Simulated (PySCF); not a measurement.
Input for PySCF: D3(BJ) and D4 dispersion corrections on HCl (SMILES Cl).

```python
from pyscf import gto
from pyscf.dispersion import dftd3, dftd4

mol = gto.M(
    atom='''
    Cl    0.00000000    0.00000000    0.00000000
    H     1.27444789    0.00000000    0.00000000
    ''',
    basis='def2-svp',
    charge=0, spin=0, verbose=0, max_memory=1800)
d3, d4 = {}, {}
for xc in ['hf', 'pbe', 'blyp', 'revpbe', 'tpss', 'r2scan', 'b3lyp', 'pbe0', 'bhlyp', 'camb3lyp', 'b2plyp']:
    d3[xc] = float(dftd3.DFTD3Dispersion(mol, xc=xc, version='d3bj', atm=False).get_dispersion()['energy'])
    print(f'D3(BJ) {xc:10s} {d3[xc]:14.8f} Eh')
for xc in ['hf', 'pbe', 'blyp', 'revpbe', 'tpss', 'r2scan', 'b3lyp', 'pbe0', 'bhlyp', 'camb3lyp', 'b2plyp']:
    d4[xc] = float(dftd4.DFTD4Dispersion(mol, xc={'camb3lyp': 'cam-b3lyp'}.get(xc, xc), atm=True).get_dispersion()['energy'])
    print(f'D4     {xc:10s} {d4[xc]:14.8f} Eh')
```

Program output:

```
D3(BJ) hf            -0.00407787 Eh
D3(BJ) pbe           -0.00032223 Eh
D3(BJ) blyp          -0.00069568 Eh
D3(BJ) revpbe        -0.00089940 Eh
D3(BJ) tpss          -0.00039381 Eh
D3(BJ) r2scan        -0.00007655 Eh
D3(BJ) b3lyp         -0.00056203 Eh
D3(BJ) pbe0          -0.00026233 Eh
D3(BJ) bhlyp         -0.00042959 Eh
D3(BJ) camb3lyp      -0.00022034 Eh
D3(BJ) b2plyp        -0.00024656 Eh
D4     hf            -0.00095898 Eh
D4     pbe           -0.00020789 Eh
D4     blyp          -0.00049534 Eh
D4     revpbe        -0.00085186 Eh
D4     tpss          -0.00028357 Eh
D4     r2scan        -0.00004649 Eh
D4     b3lyp         -0.00033734 Eh
D4     pbe0          -0.00016811 Eh
D4     bhlyp         -0.00022203 Eh
D4     camb3lyp      -0.00016457 Eh
D4     b2plyp        -0.00014206 Eh
```

The run finished.

Cost: roughly 0.03 core-seconds.
